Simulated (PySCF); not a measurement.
# SiNH4 (SMILES [NH][SiH3]) at FCI/STO-3G (functionals set, moving atoms (1, 2, 3, 4, 6))

Aim: an energy scan of SiNH4. Input form: a Python script.

The calculation is run with PySCF 2.14.0.

## 1. Starting point

SiNH4: 6 atoms, total charge 0, spin state doublet. SMILES: `[NH][SiH3]`. The coordinates come from a PBE0-D4/def2-TZVP relaxation.

Bond lengths: N1–Si2 1.753 Å, N1–H3 1.023 Å, Si2–H4 1.491 Å, Si2–H5 1.491 Å, Si2–H6 1.481 Å. Angles: N1–Si2–H4 110.8°, N1–Si2–H5 109.1°, N1–Si2–H6 109.3°, Si2–N1–H3 111.9°, H4–Si2–H5 108.6°, H4–Si2–H6 109.5°, H5–Si2–H6 109.5°.

## 2. An energy scan at FCI/STO-3G (functionals set, moving atoms (1, 2, 3, 4, 6))

File stretch.py:

```python
import numpy as np
from pyscf import cc, dft, gto, mcscf, mp, scf

symbols = ["N", "Si", "H", "H", "H", "H"]
xyz = np.array([
    [0.592100, -0.835200, 0.909500],
    [-0.203700, 0.347600, -0.110000],
    [0.922800, -1.640700, 0.372700],
    [-1.310600, -0.282300, -0.885500],
    [0.789500, 0.911800, -1.068900],
    [-0.748100, 1.434800, 0.736200],
])
i, j, moving = 4, 1, [0, 1, 2, 3, 5]
u = (xyz[j] - xyz[i]) / np.linalg.norm(xyz[j] - xyz[i])
r0 = np.linalg.norm(xyz[j] - xyz[i])
functionals = {"CAM-B3LYP": "camb3lyp", "M06-L": "m06l", "PBE": "pbe"}

def stable(mf, dm=None):
    for _ in range(4):
        mf.kernel(dm)
        if not mf.converged:
            mf = mf.newton().run(mf.mo_coeff, mf.mo_occ).undo_soscf()
        mo, _, ok, _ = mf.stability(return_status=True)
        if ok:
            break
        dm = mf.make_rdm1(mo, mf.mo_occ)
    return mf

def value(obj):
    return obj.e_tot if obj.converged else float("nan")

def exact(mf):
    ci = mcscf.CASCI(mf, 12, (7, 6))
    ci.fix_spin_(ss=0.75)
    ci.fcisolver.max_cycle = 200
    return ci.kernel()[0], 0.0

cols = ["ROHF", "UHF", "UMP2", "UCCSD", "UCCSD(T)", "CAM-B3LYP", "M06-L", "PBE", "FCI"]
rows, s2, dw = [], [], []
dm_r = None
distances = [1.1185, 1.1931, 1.4168, 1.4914, 1.6405, 1.9388, 3.3556]
for r in distances:
    x = xyz.copy()
    x[moving] += (r - r0) * u
    mol = gto.M(atom=list(zip(symbols, x)), basis="sto-3g", charge=0, spin=1, verbose=0)
    rhf = scf.ROHF(mol).set(conv_tol=1e-10, max_cycle=200)
    rhf.kernel(dm_r)
    if not rhf.converged:
        rhf = rhf.newton().run(rhf.mo_coeff, rhf.mo_occ)
    dm_r = rhf.make_rdm1()
    uhf = stable(scf.UHF(mol).set(conv_tol=1e-9, max_cycle=200))
    e = [value(rhf), value(uhf)]
    for ref in (uhf,):
        c = cc.CCSD(ref, frozen=6).set(max_cycle=120).run()
        e += [mp.MP2(ref, frozen=6).run().e_tot, value(c), c.e_tot + c.ccsd_t() if c.converged else float("nan")]
    for xc in functionals.values():
        e.append(value(stable(dft.UKS(mol, xc=xc).set(conv_tol=1e-8, max_cycle=80), uhf.make_rdm1())))
    e_ref, w = exact(rhf)
    rows.append(e + [e_ref])
    s2.append(uhf.spin_square()[0])
    dw.append(w)
    print(f"r = {r:.4f} A  " + "  ".join(f"{k} {v:.6f}" for k, v in zip(cols, rows[-1])) + f"  <S^2>(UHF) {s2[-1]:.3f}", flush=True)
rows = np.array(rows)
print("\nenergies relative to r = 1.4914 A, eV")
print("r/A    " + "".join(f"{k:>10s}" for k in cols))
for r, row in zip(distances, rows):
    print(f"{r:<7.3f}" + "".join(f"{v:10.3f}" for v in (row - rows[3]) * 27.211386))
```

On the command line:

```
python stretch.py
```

Log:

```text
r = 1.1185 A  ROHF -341.547900  UHF -341.550315  UMP2 -341.614206  UCCSD -341.642302  UCCSD(T) -341.643059  CAM-B3LYP -342.350694  M06-L -342.381159  PBE -342.157453  FCI -341.643359  <S^2>(UHF) 0.758
r = 1.1931 A  ROHF -341.585782  UHF -341.588198  UMP2 -341.652671  UCCSD -341.681114  UCCSD(T) -341.681884  CAM-B3LYP -342.388788  M06-L -342.419633  PBE -342.196535  FCI -341.682193  <S^2>(UHF) 0.758
r = 1.4168 A  ROHF -341.625817  UHF -341.628252  UMP2 -341.695511  UCCSD -341.725665  UCCSD(T) -341.726521  CAM-B3LYP -342.431323  M06-L -342.463538  PBE -342.242519  FCI -341.726875  <S^2>(UHF) 0.759
r = 1.4914 A  ROHF -341.623617  UHF -341.626066  UMP2 -341.694601  UCCSD -341.725593  UCCSD(T) -341.726495  CAM-B3LYP -342.430657  M06-L -342.463506  PBE -342.243219  FCI -341.726873  <S^2>(UHF) 0.759
r = 1.6405 A  ROHF -341.606076  UHF -341.608588  UMP2 -341.680201  UCCSD -341.713363  UCCSD(T) -341.714393  CAM-B3LYP -342.417226  M06-L -342.451345  PBE -342.232898  FCI -341.714838  <S^2>(UHF) 0.760
r = 1.9388 A  ROHF -341.543700  UHF -341.547926  UMP2 -341.624192  UCCSD -341.666748  UCCSD(T) -341.668199  CAM-B3LYP -342.366687  M06-L -342.404168  PBE -342.190111  FCI -341.668888  <S^2>(UHF) 0.844
r = 3.3556 A  ROHF -341.279759  UHF -341.472863  UMP2 -341.535594  UCCSD -341.582392  UCCSD(T) -341.585194  CAM-B3LYP -342.257614  M06-L -342.300986  PBE -342.090442  FCI -341.587659  <S^2>(UHF) 1.604

energies relative to r = 1.4914 A, eV
r/A          ROHF       UHF      UMP2     UCCSD  UCCSD(T) CAM-B3LYP     M06-L       PBE       FCI
1.119       2.060     2.061     2.188     2.266     2.270     2.176     2.241     2.334     2.273
1.193       1.030     1.030     1.141     1.210     1.214     1.139     1.194     1.270     1.216
1.417      -0.060    -0.059    -0.025    -0.002    -0.001    -0.018    -0.001     0.019    -0.000
1.491       0.000     0.000     0.000     0.000     0.000     0.000     0.000     0.000     0.000
1.641       0.477     0.476     0.392     0.333     0.329     0.365     0.331     0.281     0.328
1.939       2.175     2.126     1.916     1.601     1.586     1.741     1.615     1.445     1.578
3.356       9.357     4.169     4.327     3.897     3.845     4.709     4.422     4.157     3.788
```

Wall time 1.7 min (1 thread of AMD EPYC 9R45 (Zen 5), shared host); peak memory 0.34 GiB.

Energies in eV from each method's first point:

| distance (Å) | ROHF | UHF | UMP2 | UCCSD | UCCSD(T) | CAM-B3LYP | M06-L | PBE | FCI |
| --- | --- | --- | --- | --- | --- | --- | --- | --- | --- |
| 1.119 | 0.00 | 0.00 | 0.00 | 0.00 | 0.00 | 0.00 | 0.00 | 0.00 | 0.00 |
| 1.193 | -1.03 | -1.03 | -1.05 | -1.06 | -1.06 | -1.04 | -1.05 | -1.06 | -1.06 |
| 1.417 | -2.12 | -2.12 | -2.21 | -2.27 | -2.27 | -2.19 | -2.24 | -2.31 | -2.27 |
| 1.491 | -2.06 | -2.06 | -2.19 | -2.27 | -2.27 | -2.18 | -2.24 | -2.33 | -2.27 |
| 1.641 | -1.58 | -1.59 | -1.80 | -1.93 | -1.94 | -1.81 | -1.91 | -2.05 | -1.95 |
| 1.939 | 0.11 | 0.07 | -0.27 | -0.67 | -0.68 | -0.44 | -0.63 | -0.89 | -0.69 |
| 3.356 | 7.30 | 2.11 | 2.14 | 1.63 | 1.57 | 2.53 | 2.18 | 1.82 | 1.52 |
